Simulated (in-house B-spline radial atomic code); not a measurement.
Results of a calculation; reference values are marked as such.
**B ion on N atom: potential, deflection and energy transfer**

The pair potential comes from two frozen, spherical free-atom densities (PBE, B-spline radial code, scalar-relativistic past argon): electrostatics plus the change in Thomas-Fermi kinetic and Dirac exchange energy where they overlap, the recipe behind the universal ZBL potential, which averages such potentials (from solid-state densities) over many pairs. It is written V = (Z1 Z2 e²/r) φ(r/a), with e² = 14.3996 eV·Å and a = 0.46850 Å/(Z1^0.23 + Z2^0.23); ZBL's fit is φ = 0.18175 e^(−3.1998x) + 0.50986 e^(−0.94229x) + 0.28022 e^(−0.4029x) + 0.02817 e^(−0.20162x). Where φ falls below 4e-4 it is continued as an exponential.

Masses 10.81 and 14.01 u.

```json
{"x = r/a": "0.1", "φ, this pair": "0.9158", "φ, ZBL": "0.8928"}
{"x = r/a": "0.25", "φ, this pair": "0.8031", "φ, ZBL": "0.7647"}
{"x = r/a": "0.5", "φ, this pair": "0.6584", "φ, ZBL": "0.6096"}
{"x = r/a": "1", "φ, this pair": "0.4706", "φ, ZBL": "0.4164"}
{"x = r/a": "1.5", "φ, this pair": "0.3498", "φ, ZBL": "0.2995"}
{"x = r/a": "2", "φ, this pair": "0.2679", "φ, ZBL": "0.2218"}
{"x = r/a": "3", "φ, this pair": "0.167", "φ, ZBL": "0.1292"}
{"x = r/a": "4", "φ, this pair": "0.1052", "φ, ZBL": "0.08026"}
{"x = r/a": "5", "φ, this pair": "0.06522", "φ, ZBL": "0.05224"}
{"x = r/a": "6.5", "φ, this pair": "0.03257", "φ, ZBL": "0.02914"}
{"x = r/a": "8", "φ, this pair": "0.01776", "φ, ZBL": "0.01705"}
{"x = r/a": "10", "φ, this pair": "0.008851", "φ, ZBL": "0.008778"}
{"x = r/a": "12", "φ, this pair": "0.004477", "φ, ZBL": "0.00474"}
{"x = r/a": "14.5", "φ, this pair": "0.001728", "φ, ZBL": "0.002328"}
{"x = r/a": "17", "φ, this pair": "0.0005365", "φ, ZBL": "0.001212"}
```

(1) At x = 6.5 the electrostatic, kinetic and exchange parts are -9.69, 34.16 and -8.23 eV. Find r, V and φ.

(2) The ion comes in at 0.5741 keV with impact parameter 0.0778 Å. The scattering integral gives a centre-of-mass angle of 143.1° and a closest approach of 2.356 a. What are the reduced energy, the energy passed on and the laboratory angles?

Answers

(1) a = 0.46850/(1.4480 + 1.5645) = 0.15552 Å, so r = 1.01088 Å. V = -9.69 + 34.16 + (-8.23) = 16.24 eV. The bare repulsion is 5 × 7 × 14.3996/1.01088 = 498.56 eV, so φ = 0.0326, +11.8 % against ZBL's 0.0291. The kinetic (Pauli) term is 210 % of V here, as the other two terms together attract.

(2) ε = E a M2/(Z1 Z2 e² (M1 + M2)) = 574.1 × 1.7418e-04 = 0.1. The most that one collision can pass on is γE with γ = 4 M1 M2/(M1 + M2)² = 0.9834. Here T = γE sin²(θ/2) = 0.9834 × 574.1 × 0.8996 = 507.9 eV. The ion turns by arctan(sin θ/(cos θ + M1/M2)) = 92.6° (second quadrant: it bounces back), and the struck atom leaves at (180° − θ)/2 = 18.5°. The closest approach is 0.366 Å. With ZBL the angle would be 139.86° and T = 498.1 eV.
